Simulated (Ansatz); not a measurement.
`C/C(=C/F)CO` at its PBE0-D4/def2-TZVP geometry, where that method's forces vanish. Total charge 0; spin multiplicity 1.

| atom | x (Å) | y (Å) | z (Å) |
| --- | --- | --- | --- |
| C1 | 0.755 | 0.886 | -0.953 |
| C2 | 0.310 | -0.073 | 0.102 |
| C3 | 1.067 | -1.109 | 0.429 |
| F4 | 0.712 | -2.004 | 1.365 |
| C5 | -1.021 | 0.174 | 0.746 |
| O6 | -2.082 | 0.133 | -0.192 |
| H7 | 1.700 | 0.583 | -1.407 |
| H8 | 0.885 | 1.888 | -0.532 |
| H9 | 0.000 | 0.965 | -1.738 |
| H10 | 2.032 | -1.341 | -0.007 |
| H11 | -1.043 | 1.186 | 1.163 |
| H12 | -1.188 | -0.529 | 1.567 |
| H13 | -2.128 | -0.760 | -0.543 |

(1) For each bond, give half the difference of the two atoms' forces along it (eV/Å; positive pushes the atoms apart) under PBE-D4, r2SCAN-D4, B3LYP-D4, ωB97M-V in def2-TZVPP. (An estimate is asked.)

Answers

(1) Computed: 
```csv
bond,length (Å),PBE-D4,r2SCAN-D4,B3LYP-D4,ωB97M-V
C1–C2,1.493,-0.14,0.02,0.14,0.22
C1–H7,1.091,0.11,-0.03,-0.06,-0.07
C1–H8,1.095,0.12,-0.02,-0.06,-0.10
C1–H9,1.093,0.12,-0.02,-0.07,-0.10
C2–C3,1.324,0.33,0.11,-0.10,-0.25
C2–C5,1.499,-0.18,-0.08,0.05,0.13
C3–F4,1.343,0.44,0.29,0.41,0.36
C3–H10,1.084,-0.06,-0.15,-0.19,-0.12
C5–O6,1.417,0.38,0.35,0.35,0.24
C5–H11,1.094,0.11,-0.05,-0.14,-0.14
C5–H12,1.094,0.08,-0.07,-0.14,-0.15
O6–H13,0.961,0.39,0.01,-0.04,-0.10
```

B3LYP here is the variant with VWN-RPA as its local correlation; programs differ in this.
